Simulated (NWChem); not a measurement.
# acetylene (C2H2) in NWChem

SMILES: C#C
```xyz
4

C      0.0000     0.0000    -0.6043
C      0.0000     0.0000     0.6043
H      0.0000     0.0000    -1.6792
H      0.0000     0.0000     1.6792
```
Charge 0, spin multiplicity 1.

Everything below was run with NWChem. All single points use one geometry, from PBE0/def2-SVP, a minimum by its harmonic frequencies.

Symmetry labels belong to the abelian group D2h used in the runs, with the axes of the coordinates shown; states degenerate in a higher group split over its labels.

Question: List the lowest 3 singlet excitations that CIS/aug-cc-pVDZ gives, with oscillator strengths.

Answer: 
```
state  symmetry  energy (eV)  wavelength (nm)      f
-----  --------  -----------  ---------------  -----
1            au         6.27              198  0.000
2            au         6.61              188  0.000
3           b1u         6.61              188  0.000
```
